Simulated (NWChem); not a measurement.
A series in which one site is exchanged, each optimised at PBE0/def2-SVP with NWChem, gas phase unless a solvent is named. Low-valent species are run as closed-shell singlets; no triplet was tried in these runs. def2 effective core potentials on Sn, Pb; no spin-orbit coupling.

A: [O]=[Pb] (PbO; site = Pb)
B: [Ge]=[O] (GeO; site = Ge)
C: [O]=[Sn] (SnO; site = Sn)
D: O=[Si] (SiO; site = Si)

```csv
quantity,A,B,C,D
"dipole (D), PBE0/def2-SVP",4.38,…,3.92,2.70
"orbital gap (eV), PBE0/def2-SVP",5.15,…,5.45,6.95
"static polarisability, PBE/def2-SVPD (bohr³)",44.5,…,42.8,30.3
```

Problem. Some entries are withheld; supply them.

Solution. 
- dipole (D), PBE0/def2-SVP, B: 3.04
- orbital gap (eV), PBE0/def2-SVP, B: 6.58
- static polarisability, PBE/def2-SVPD (bohr³), B: 32.1
